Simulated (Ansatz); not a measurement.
System: zinc-blende HgS (metastable phase). Method: PBEsol (PAW; Ansatz, a first-principles code).

Numerical settings: plane-wave cutoff 520 eV, 10×10×10 k mesh, Fermi–Dirac smearing 0.01 eV, scalar-relativistic PAW data made under PBE.

A third-order Birch–Murnaghan fit to the energies gives V0 = 25.357 Å³/atom, B0 = 60.3 GPa, B′ = 4.9.

```tsv
V (Å³/atom)	P (GPa)
23.838	?
24.345	?
24.852	?
25.359	0.00
25.866	-1.14
26.373	?
26.881	-3.05
```

**Question.** Estimate the withheld pressures from this fit; the answers are the runs' own values.

**Answer.** 
- 23.838, P (GPa): 4.34
- 24.345, P (GPa): 2.72
- 24.852, P (GPa): 1.28
- 26.373, P (GPa): -2.15

The formula P = (3/2) B0 (x^(7/3) − x^(5/3)) [1 + (3/4)(B′ − 4)(x^(2/3) − 1)] with x = V0/V meets the computed pressures within 0.01 GPa when these rounded values are put in.

Measured, for comparison: equilibrium volume per atom 24.91 Å³/atom (295 K, no zero-point or thermal correction; as tabulated in Cardona et al. (2009), arXiv:0908.2634). Computed (rounded) less measured: equilibrium volume per atom +1.8 %.

Spin–orbit coupling is not included; it can open a gap where bands touch, and shift volumes and moduli.

The computed numbers hold no vibrational or temperature effects.
